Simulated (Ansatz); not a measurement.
Relaxation of C₃H₆N₂S (12 atoms, charge 0, multiplicity 1), to a largest force component of 0.015 eV/Å in at most 40 steps.

Theory: Ansatz 0.2.0, RKS PBE0-D4/def2-SVP.

```xyz
12
Properties=species:S:1:pos:R:3:forces:R:3
C 0.900 -1.010 1.592 -1.91 3.65 0.32
N 1.080 -0.109 0.447 0.26 -0.52 0.47
C 0.056 0.235 -0.401 8.84 2.92 2.39
N -1.027 -0.172 -0.623 -10.13 -4.73 -1.33
C -1.441 0.757 -1.707 0.32 -0.54 2.72
S 0.163 1.526 -1.502 1.88 3.20 -2.11
H 1.832 -1.228 2.050 1.23 -0.39 0.40
H 0.392 -1.874 1.270 -0.78 -1.51 -0.37
H 0.237 -0.441 2.370 0.90 -1.24 -0.86
H 1.814 0.591 0.579 -0.52 -0.23 -0.29
H -1.646 0.268 -2.624 -0.07 -0.65 -1.39
H -2.282 1.402 -1.417 -0.03 0.02 0.04
```

Problem. Where does it end, and by what steps?

Solution. The forces met the threshold. The force dipped under the threshold on the way, but the program's further checks kept it going. After 12 steps the energy has fallen by 1.088 eV; H8 moved furthest, 0.39 Å. The start is strongly strained (largest force component 10 eV/Å).

```csv
step,energy less start (eV),largest force component (eV/Å),accepted
0,0.0000,10.127,yes
1,-0.9439,1.781,yes
2,-1.0663,0.408,yes
3,-1.0795,0.227,yes
4,-1.0813,0.263,yes
5,-1.0848,0.161,yes
6,-1.0872,0.021,yes
7,-1.0876,0.044,yes
8,-1.0878,0.054,yes
9,-1.0880,0.027,yes
10,-1.0881,0.013,yes
11,-1.0881,0.018,yes
12,-1.0882,0.008,yes
```

```xyz
12
Properties=species:S:1:pos:R:3
C 0.838 -0.946 1.561
N 1.075 0.042 0.541
C 0.114 0.357 -0.349
N -1.041 -0.192 -0.527
C -1.418 0.642 -1.642
S 0.183 1.612 -1.599
H 1.765 -1.496 1.784
H 0.089 -1.655 1.182
H 0.449 -0.510 2.498
H 1.845 0.688 0.644
H -1.533 0.111 -2.600
H -2.289 1.292 -1.458
```

Run time: 39 s on 2 threads of AMD EPYC 7B13 (Zen 3), with other jobs on the host, peak memory 0.3 GiB.
